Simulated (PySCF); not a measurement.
**Dipole moment and polarisability of 4-methylisothiazole**

4-methylisothiazole, C4H5NS.
Cartesian coordinates in Å at the GFN2-xTB level; atoms count from 1:
```
atom  x, y, z in Å
C1    -1.4858   -0.1561   -0.0672
C2    -0.0099    0.0383    0.0081
C3     0.9549   -0.9806   -0.1828
N4     2.2052   -0.6236   -0.0829
S5     2.3333    0.9680    0.2482
C6     0.6372    1.2148    0.2645
H7    -1.7927   -0.9754    0.5808
H8    -1.7830   -0.4046   -1.0857
H9    -2.0057    0.7489    0.2361
H10    0.7294   -2.0106   -0.4010
H11    0.2226    2.1835    0.4559
```

Level: CAM-B3LYP/def2-SVPD (PySCF), static field, nuclei fixed, core orbitals frozen in the response. The polarisability tensor in these axes (au):

```
x   84.36  7.71  2.51
y    7.71 72.70  5.46
z    2.51  5.46 48.43
```

Task: What are the eigenvalues, a third of the trace, and Δα (Δα² = ½Σ(αi − αj)² over the three pairs)?

Result: Principal values 47.24, 69.50 and 88.75 au; mean 68.50 au = 10.15 Å³ = 11.29 × 10⁻⁴⁰ C²·m²/J; Δα = 35.98 au (53 % of the mean).

Task: What is the dipole moment, and where does it point?

Result: (-2.67, 0.92, 0.12) D, 2.83 D in size, pointing from the negative to the positive side. Measured along this direction, the outermost atoms are N4 at the negative end and H9 at the positive end.

Task: Find the Langevin capture rate constant for NO+ (29.998 u) meeting this molecule (99.014 u), k = 2.342 × 10⁻⁹ cm³/s × √(α in Å³ / reduced mass in u).

Result: The reduced mass is 23.02 u, so k = 1.56 × 10⁻⁹ cm³/s. The formula leaves out the permanent dipole, which adds to the capture rate.

Task: Refractivity n − 1 of an ideal gas of it at 273.15 K and 1 atm, from the electronic α?

Result: N = p/kT = 2.6868 × 10¹⁹ cm⁻³, so n − 1 = 2π × N × 10.15 × 10⁻²⁴ cm³ = 1714 × 10⁻⁶ at long wavelengths.

Task: Directions of the eigenvectors, and the extent of the frame along each?

Result: Largest value along (0.88, 0.46, 0.12), where the nuclei span 4.49 Å; middle along (-0.48, 0.86, 0.17), 4.01 Å; least along (-0.02, -0.20, 0.98), 1.75 Å. The response follows the extents in order.

Geometry: GFN2-xTB; no solvent, vibrations or thermal averaging.
